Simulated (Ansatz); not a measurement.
Basis-set extrapolation for `[AlH2][AlH][Cl]` (PBE0-D4/def2-TZVP geometry, frozen core, the Gaussian-basis code of Ansatz). Multiplicity 1, RHF reference.

|  | def2-TZVPP | def2-QZVPP |
| --- | --- | --- |
| HF | -945.157059 | -945.184030 |
| MP2 correlation | -0.340414 | -0.372144 |
| CCSD(T) correlation | -0.402009 | not run |

Energies in hartree. Use E(X) = E(∞) + A·exp(−7.88·√X) for Hartree–Fock and E(X) = E(∞) + B·X^(−2.97) for correlation, with X = 3 and 4, and add CCSD(T) minus MP2 of the smaller set to the MP2 limit.

Question: What is the CCSD(T) energy at the basis-set limit?

Answer: HF limit: -945.184030 + (-0.026971) × 0.13774 = -945.18774. MP2 limit: -0.372144 + (-0.031730) × 0.74074 = -0.39565. Higher-order term: -0.402009 − (-0.340414) = -0.06160. Total: -945.64499 hartree, 225.6 kJ/mol below CCSD(T)/def2-TZVPP.
